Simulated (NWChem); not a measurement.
## Basis-set convergence for methyl formate (C2H4O2)

SMILES: COC=O
```xyz
8

C     -1.3881    -0.3066     0.1041
O     -0.0612    -0.8351     0.2593
C      0.9395     0.0265    -0.0143
O      0.8067     1.1756    -0.3698
H     -1.5665     0.0101    -0.9434
H     -2.0780    -1.1231     0.3813
H     -1.5431     0.5713     0.7632
H      1.9150    -0.5014     0.1435
```
Charge 0, spin multiplicity 1.

All runs are NWChem calculations. Structure: optimised with PBE/def2-SVP, a minimum by its harmonic frequencies. It is one conformer; others weren't searched.

Quantity: LUMO energy at the level PBE0.

The Pople sets run with spherical d functions.

Relative cost: rough, from shared machines, SCF included, 6-31G* = 1.

```csv
basis,functions,LUMO energy (eV),relative cost
6-31G*,64,0.33,1
cc-pVDZ,76,0.28,under 3
def2-SVP,76,0.14,under 3
6-311G**,96,0.10,under 3
6-311++G**,116,-0.27,4
def2-SVPD,118,-0.27,4
aug-cc-pVDZ,128,-0.25,5
cc-pVTZ,176,-0.02,10
pcseg-2,176,-0.19,10
def2-TZVPP,180,-0.12,20
```

Smallest basis within 0.2 eV of def2-TZVPP, the largest set run: 6-311++G**, with 116 functions against 180 and about 30 % of the time (also within reach: def2-SVPD, aug-cc-pVDZ, cc-pVTZ, pcseg-2). def2-TZVPP isn't the basis-set limit itself, and a small set can land close by cancellation.
